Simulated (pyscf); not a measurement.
Four-centre exchange: Cl–Zr(Cl)(Cl)–Cl (SMILES [Cl][Zr]([Cl])([Cl])[Cl]) + H₂O (SMILES O) -> HCl (SMILES Cl) + HO–Zr(Cl)(Cl)–Cl (SMILES [OH][Zr]([Cl])([Cl])[Cl])

Gas phase, singlet surface, charge 0. Bonds broken: Cl1–Zr2, O6–H7. Bonds formed: Cl1–H7, Zr2–O6. Optimised with ωB97X-D3(BJ)/def2-SVP in PySCF.

Transition state (Å):

```xyz
8

Cl    -2.2653     0.2082     0.9475
Zr     0.2274    -0.0039    -0.1628
Cl     0.5761     2.2697     0.1905
Cl    -0.7456    -0.5040    -2.2172
Cl     2.4058    -0.7813    -0.4555
O     -0.0936    -1.2231     1.4295
H     -1.3825    -0.7256     1.5598
H      0.4293    -1.8613     1.9281
```

One imaginary mode, 523i cm⁻¹; descent along it reached the two sides named, in the forms told below.

| bond | change | reactant side (Å) | saddle | product side |
|---|---|---|---|---|
| Cl1–Zr2 | breaks | 2.365 | 2.7 | 2.9 |
| O6–H7 | breaks | 0.968 | 1.388 | 2.194 |
| Cl1–H7 | forms | 2.7 | 1.423 | 1.292 |
| Zr2–O6 | forms | 2.345 | 2.031 | 1.933 |

Electronic energies relative to the separated reactants (kcal/mol):

| level | barrier | reaction energy | reverse barrier |
|---|---|---|---|
| ωB97X-D3(BJ)/def2-TZVP | 4.1 | +6.1 | -1.9 |
| PBE/def2-TZVP | 4.5 | +4.3 | 0.3 |
| r²SCAN/def2-TZVP | 3.3 | +4.2 | -1.0 |
| B3LYP-D3(BJ)/def2-TZVP | 4.9 | +4.3 | 0.6 |
| PBE0-D3(BJ)/def2-TZVP | 4.3 | +5.1 | -0.8 |
| M06-2X/def2-TZVP | 4.0 | +4.4 | -0.4 |
| ωB97M-D3(BJ)/def2-TZVP | 5.2 | +2.7 | 2.5 |
| HF/def2-TZVP | 17.6 | +2.5 | 15.2 |

With ωB97M-D3(BJ)/def2-TZVP energies and thermal terms (ideal gas, 1 atm, RRHO with modes under 100 cm⁻¹ raised to 100, one conformer, R ln 2 for rigid chiral ones), in kcal/mol:

| T (K) | ΔH‡ | ΔG‡ | ΔH | ΔG |
|---|---|---|---|---|
| 298 | 2.6 | 12.4 | +0.8 | +0.2 |
| 600 | 3.0 | 22.2 | +1.3 | -0.6 |
| 900 | 3.8 | 31.6 | +1.8 | -1.7 |
| 1200 | 4.8 | 40.7 | +2.4 | -2.9 |

On the reactant side the descent ends in an adduct with a O–Zr contact (not fully relaxed), 18.9 kcal/mol under the separated species and 23.1 kcal/mol under the saddle at ωB97X-D3(BJ)/def2-TZVP. On the product side the descent ends in an adduct with a Cl–Zr contact, 5.6 kcal/mol under the separated species and 3.6 kcal/mol under the saddle at ωB97X-D3(BJ)/def2-TZVP. At ωB97X-D3(BJ), r²SCAN, PBE0-D3(BJ), M06-2X the saddle lies under the separated products, which points to a path from their complex (located at ωB97X-D3(BJ) alone), and parting the products costs more than the saddle. What is counted as formed (O–Zr) is already present as a longer contact in the reactant adduct; forming that adduct is a step of its own. What is counted as broken (Cl–Zr) persists as a longer contact in the product adduct; parting that adduct is a step of its own. This is the saddle that the search found; another between the same sides may lie lower. Elements past Kr carry the def2 core potentials, without spin-orbit coupling.
